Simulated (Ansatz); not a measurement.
Scan of [NH2···H···H], doublet

Starting geometry:

```xyz
5

N    -0.1364   -0.0316   -0.0492
H    -0.4337    0.9362   -0.0492
H    -0.4337   -0.4339    0.8311
H     0.8761   -0.0316   -0.0492
H     1.8866   -0.0316   -0.0492
```

From there H4 is moved from one fragment to the other while all else, the fragments' distance too, stays fixed; atoms are numbered as listed. Energies are in kcal/mol, counted from the starting geometry at the same level. Kohn–Sham curves are unrestricted where that lies lower.

Basis cc-pVDZ; Ansatz 0.2.0. Only valence electrons are correlated (noble-gas cores frozen). Prefix R: restricted or restricted open-shell reference.

In so small a basis the reference is far from its limit while semilocal and hybrid functionals are nearer theirs (RPA and double hybrids share much of the reference's basis error), so the functionals' errors here hold much of the reference's basis and frozen-core error, which can add to them or hide them.

Full CI isn't at hand for all of this; RCCSDTQ serves as the reference, and is uncertain by about the last step of the cluster series.

```csv
distance N1-H4 (Å),RCCSDTQ,PBE,r2SCAN,PBE0,B3LYP,wB97X-V,wB97M-V,B2PLYP,PBE-QIDH,RPA-PBE
1.012,0.0,0.0,0.0,0.0,0.0,0.0,0.0,0.0,0.0,0.0
1.050,-0.1,-0.9,-0.6,-0.4,-0.7,-0.4,-0.4,-0.3,0.1,-0.7
1.126,1.5,-0.3,0.4,0.8,0.1,0.9,0.9,1.2,2.3,-0.1
1.202,4.2,2.3,2.9,3.5,2.3,3.3,3.4,3.8,5.5,2.0
1.278,7.4,6.8,6.7,7.5,5.9,6.9,7.2,7.4,9.1,5.5
```
